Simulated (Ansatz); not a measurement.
# CHAlN+ (quintet): wave-function methods side by side, cc-pVDZ

Aim: climb from Hartree-Fock through coupled cluster for CHAlN+ (quintet) at one geometry and basis, and see what each rung misses.

Method: cc-pVDZ, core rule «outside noble gas», up to 7 orbitals frozen; program: Ansatz 0.2.0, Gaussian basis.

To be run: UHF; CCSD(T) on ROHF; CCSD(T) on UHF; BCCD(T) on ROHF; CISD; CCSDT(Q) on ROHF; CCSDT(Q) on UHF.

21 further runs of the same task are left out: 9 that didn't finish, 12 set aside as unsound or not needed.

## (1) The system

The geometry is a PBE0/def2-TZVP stationary point (not a proven minimum) of the parent state, kept for this charge and spin.

4 atoms, charge 1, spin multiplicity 5.

Atoms are counted from 1 here; the program's logs count them from 0.

Bond lengths: Al1–N2 1.818 Å, Al1–H4 1.595 Å, N2–C3 1.194 Å. Angles: N2–Al1–H4 111.0°, Al1–N2–C3 170.0°.

## (2) UHF

File in.yaml:

```yaml
crystal:
  periodic: [false, false, false]
  atoms:
    - {symbol: Al, position_ang: [0.000000, -0.111786, 1.121424]}
    - {symbol: N, position_ang: [0.000000, 0.097969, -0.684708]}
    - {symbol: C, position_ang: [0.000000, 0.027668, -1.876852]}
    - {symbol: H, position_ang: [0.000000, 1.301302, 1.860276]}
basis:
  gaussian: {orbitals: cc-pVDZ}
total_charge: 1
magnetization: {spin_polarized: true, initial_magnetization: 4}
hamiltonian: {xc: hf}
output: {orbitals: {seedname: orbitals}}
```

Launch:

```
$ ansatz run in.yaml --threads 1 --pin off --events-out ev --progress --plain --max-ram 2393MiB
```

The runs that follow: CCSD(T) on ROHF; CCSD(T) on UHF; BCCD(T) on ROHF; CISD; CCSDT(Q) on ROHF; CCSDT(Q) on UHF.

**Question.** What will the summary of the whole plan be? Wanted: UCCSDT(Q) below the RHF energy; RMP2 from UCCSDT(Q); UMP2 from UCCSDT(Q); RCCSD from UCCSDT(Q); RCCSD(T) from UCCSDT(Q); UCCSD(T) from UCCSDT(Q); RCCSDT(Q) from UCCSDT(Q); T1 diagnostic.

As calculated:

| quantity | value |
| --- | --- |
| UCCSDT(Q) below the RHF energy | -8.0171 eV |
| RMP2 from UCCSDT(Q) | +79.3 kJ/mol |
| UMP2 from UCCSDT(Q) | +138.0 kJ/mol |
| RCCSD from UCCSDT(Q) | +43.2 kJ/mol |
| RCCSD(T) from UCCSDT(Q) | +7.3 kJ/mol |
| UCCSD(T) from UCCSDT(Q) | +10.0 kJ/mol |
| RCCSDT(Q) from UCCSDT(Q) | +0.3 kJ/mol |
| levels within 1 kcal/mol (43 meV) | RCCSDT(Q) |
| T1 diagnostic | 0.040 |

What this shows: RCCSD(T) misses by +7.3 kJ/mol, 0.9 % of the correlation energy. CCSD(T) misses by +7.3 kJ/mol on the restricted determinant and by +10.0 kJ/mol on the unrestricted one; the two need not hold the same state or core. Coupled cluster took another determinant than the lowest Hartree-Fock one. These misses are within one basis, not against nature; the frozen cores of restricted and unrestricted runs differ, which can shift their rows.
